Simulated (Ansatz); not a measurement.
**BH₄ (doublet): from Hartree-Fock to the top rungs at distance H1–H2 along a hydrogen transfer = 1.251 Å, cc-pVDZ**

How much of the correlation energy of BH₄ (doublet) does each wave-function method recover here?

Program: Ansatz 0.2.0, Gaussian basis. Level of theory: cc-pVDZ, core rule «outside noble gas», up to 1 orbitals frozen. These are calculated values, not measurements.

To be run: UHF; CCSD(T) on ROHF; CCSD(T) on UHF; BCCD(T) on ROHF; CISD; CCSDT(Q) on ROHF; CCSDT(Q) on UHF; CCSDTQ on ROHF; CCSDTQ on UHF; CASSCF and MRCISD+Q, 3 electrons in 3 orbitals; CASSCF and NEVPT2, 3 electrons in 3 orbitals; Full CI.

2 further runs of the same task are left out: 2 for a known fault of the program.

## Step 1: What is computed

The geometry derives from fragments relaxed apart (PBE0/def2-TZVP) and kept rigid, so it is no stationary point. A hydrogen atom is moved between rigid fragments.

5 atoms, charge 0, spin multiplicity 2.

Atoms are counted from 1 here; the program's logs count them from 0.

Bond lengths: H2–B3 1.170 Å, B3–H4 1.191 Å, B3–H5 1.191 Å. Angles: H2–B3–H4 115.3°, H2–B3–H5 115.3°, H4–B3–H5 129.4°.

## Step 2: UHF

in.yaml reads:

```yaml
crystal:
  periodic: [false, false, false]
  atoms:
    - {symbol: H, position_ang: [-2.246283, 0.000000, 0.000000]}
    - {symbol: H, position_ang: [-0.995283, 0.000000, 0.000000]}
    - {symbol: B, position_ang: [0.174717, 0.000000, 0.000000]}
    - {symbol: H, position_ang: [0.683790, 0.000000, 1.077008]}
    - {symbol: H, position_ang: [0.683790, 0.000000, -1.077008]}
basis:
  gaussian: {orbitals: cc-pVDZ}
magnetization: {spin_polarized: true, initial_magnetization: 1}
hamiltonian: {xc: hf}
output: {orbitals: {seedname: orbitals}}
```

On the command line:

```sh
ansatz run in.yaml --threads 1 --pin off --events-out ev --progress --plain --max-ram 4096MiB --backend cpu
```

Further steps of the session: CCSD(T) on ROHF; CCSD(T) on UHF; BCCD(T) on ROHF; CISD; CCSDT(Q) on ROHF; CCSDT(Q) on UHF; CCSDTQ on ROHF; CCSDTQ on UHF; CASSCF and MRCISD+Q, 3 electrons in 3 orbitals; CASSCF and NEVPT2, 3 electrons in 3 orbitals; Full CI.

**Question.** What will the summary of the whole plan be? Wanted: FCI below the RHF energy; RMP2 from FCI; UMP2 from FCI; RCCSD from FCI; RCCSD(T) from FCI; UCCSD(T) from FCI; RCCSDT(Q) from FCI; UCCSDT(Q) from FCI; NEVPT2 pair from FCI.

As calculated:

```
                         quantity                                                                                value
         FCI below the RHF energy                                                                           -3.4636 eV
                    RMP2 from FCI                                                                      +17.73 kcal/mol
                    UMP2 from FCI                                                                      +17.57 kcal/mol
                   RCCSD from FCI                                                                       +1.44 kcal/mol
                RCCSD(T) from FCI                                                                       +0.30 kcal/mol
                UCCSD(T) from FCI                                                                       +0.30 kcal/mol
               RCCSDT(Q) from FCI                                                                       +0.01 kcal/mol
               UCCSDT(Q) from FCI                                                                       +0.01 kcal/mol
             NEVPT2 pair from FCI                                                                      +17.73 kcal/mol
levels within 1 kcal/mol (43 meV)  RCCSD(T), UCCSD(T), BCCD(T), RCCSDT, UCCSDT, RCCSDT(Q), UCCSDT(Q), RCCSDTQ, UCCSDTQ
                    T1 diagnostic                                                                                0.018
   effectively unpaired electrons                                                                                 1.03
```

RCCSD(T) lands +0.30 kcal/mol from the yardstick (0.4 % of the correlation energy). One determinant dominates. These misses are within one basis, not against nature; the frozen cores of restricted and unrestricted runs differ, which can shift their rows.
